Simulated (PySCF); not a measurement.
PySCF input (BP86/def2-SVP):

```python
from pyscf import gto, dft

mol = gto.M(
    atom='''
    C    -0.01834054   -0.04095923   -1.20035978
    C     0.00307410    0.01730012    0.18214472
    N     0.02261523    0.11860536    1.35580394
    H     0.88544576   -0.36826819   -1.70388387
    H    -0.95215375   -0.32001471   -1.67745335
    ''',
    basis='def2-svp',
    charge=-1,
    spin=0,
    verbose=4,
)

mf = dft.RKS(mol, xc='bp86')
mf.grids.level = 3
mf.conv_tol = 1e-9
mf.max_cycle = 100
mf.max_memory = 1500
mf.kernel()
if not mf.converged:
    mf = mf.newton()
    mf.kernel(mf.make_rdm1())
mf.dip_moment()
```

Output:

```
PySCF version 2.14.0

[INPUT] verbose = 4
[INPUT] num. atoms = 5
[INPUT] num. electrons = 22
[INPUT] charge = -1
[INPUT] spin (= nelec alpha-beta = 2S) = 0
[INPUT] symmetry False subgroup None
[INPUT] Mole.unit = angstrom
[INPUT] Symbol           X                Y                Z      unit          X                Y                Z       unit  Magmom
[INPUT]  1 C     -0.018340540000  -0.040959230000  -1.200359780000 AA   -0.034658597577  -0.077401726973  -2.268351235143 Bohr   0.0
[INPUT]  2 C      0.003074100000   0.017300120000   0.182144720000 AA    0.005809207080   0.032692488722   0.344203635836 Bohr   0.0
[INPUT]  3 N      0.022615230000   0.118605360000   1.355803940000 AA    0.042736590944   0.224131647305   2.562098125206 Bohr   0.0
[INPUT]  4 H      0.885445760000  -0.368268190000  -1.703883870000 AA    1.673249984557  -0.695926019489  -3.219873862364 Bohr   0.0
[INPUT]  5 H     -0.952153750000  -0.320014710000  -1.677453350000 AA   -1.799309815978  -0.604740157732  -3.169927418234 Bohr   0.0

nuclear repulsion = 52.7488085122559
number of shells = 24
number of NR pGTOs = 86
number of NR cGTOs = 52
basis = def2-svp
ecp = {}

******** <class 'pyscf.dft.rks.RKS'> ********
method = RKS
initial guess = minao
damping factor = 0
level_shift factor = 0
DIIS = <class 'pyscf.scf.diis.CDIIS'>
diis_start_cycle = 1
diis_space = 8
diis_damp = 0
SCF conv_tol = 1e-09
SCF conv_tol_grad = None
SCF max_cycles = 100
direct_scf = True
direct_scf_tol = 1e-13
XC library pyscf.dft.libxc version 7.1.2
    S. Lehtola, C. Steigemann, M. J. T. Oliveira, and M. A. L. Marques,  SoftwareX 7, 1–5 (2018)
XC functionals = bp86
    A. D. Becke,  Phys. Rev. A 38, 3098 (1988)
    J. P. Perdew,  Phys. Rev. B 33, 8822 (1986)
    J. P. Perdew,  Phys. Rev. B 34, 7406–7406 (1986)
radial grids:
    Treutler-Ahlrichs [JCP 102, 346 (1995); DOI:10.1063/1.469408] (M4) radial grids

becke partition: Becke, JCP 88, 2547 (1988); DOI:10.1063/1.454033
pruning grids: <function nwchem_prune>
grids dens level: 3
symmetrized grids: False
atomic radii adjust function: <function treutler_atomic_radii_adjust>
small_rho_cutoff = 0
Set gradient conv threshold to 3.16228e-05
Initial guess from minao.
tot grids = 61760
init E= -132.176349630123
  HOMO = -0.24366780592642  LUMO = -0.0642053151807818  gap/eV = 4.88342
cycle= 1 E= -131.932859636367  delta_E= 0.243  |g|= 0.589  |ddm|=  2.6
  HOMO = 0.195494705859756  LUMO = 0.293210561594496  gap/eV = 2.65898
cycle= 2 E= -131.784604135102  delta_E= 0.148  |g|= 0.971  |ddm|=  1.9
  HOMO = 0.112098354886608  LUMO = 0.255329748441911  gap/eV = 3.89752
cycle= 3 E= -131.99208720595  delta_E= -0.207  |g|= 0.395  |ddm|= 1.26
  HOMO = 0.0908465870335489  LUMO = 0.245567836469331  gap/eV = 4.21018
cycle= 4 E= -132.03077123324  delta_E= -0.0387  |g|= 0.0413  |ddm|= 0.34
  HOMO = 0.0909040200395199  LUMO = 0.240267931547286  gap/eV = 4.06440
cycle= 5 E= -132.03102542981  delta_E= -0.000254  |g|= 0.0257  |ddm|= 0.0668
  HOMO = 0.0908280875459715  LUMO = 0.242250170968203  gap/eV = 4.12040
cycle= 6 E= -132.031213016152  delta_E= -0.000188  |g|= 0.00455  |ddm|= 0.0407
  HOMO = 0.0909054799592917  LUMO = 0.24203306303512  gap/eV = 4.11239
cycle= 7 E= -132.031220797981  delta_E= -7.78e-06  |g|= 0.000365  |ddm|= 0.00836
  HOMO = 0.0908759301294548  LUMO = 0.242008276717656  gap/eV = 4.11252
cycle= 8 E= -132.031220829568  delta_E= -3.16e-08  |g|= 6.79e-05  |ddm|= 0.000638
  HOMO = 0.0908668468281704  LUMO = 0.242000758674022  gap/eV = 4.11256
cycle= 9 E= -132.031220830905  delta_E= -1.34e-09  |g|= 9.84e-06  |ddm|= 0.000162
  HOMO = 0.0908661946579277  LUMO = 0.242000290804077  gap/eV = 4.11257
cycle= 10 E= -132.03122083093  delta_E= -2.53e-11  |g|= 2.14e-06  |ddm|= 4.85e-05
  HOMO = 0.0908662861641765  LUMO = 0.242000226931487  gap/eV = 4.11256
Extra cycle  E= -132.031220830927  delta_E= 2.96e-12  |g|= 4.02e-06  |ddm|= 1.39e-05
converged SCF energy = -132.031220830927

WARN: System has nonzero charge -1; the dipole moment is origin-dependent.
Location of origin: [0. 0. 0.]

Dipole moment(X, Y, Z, Debye): -0.03560, -0.80123, -1.01242
```

The dipole moment of an ion depends on the origin.
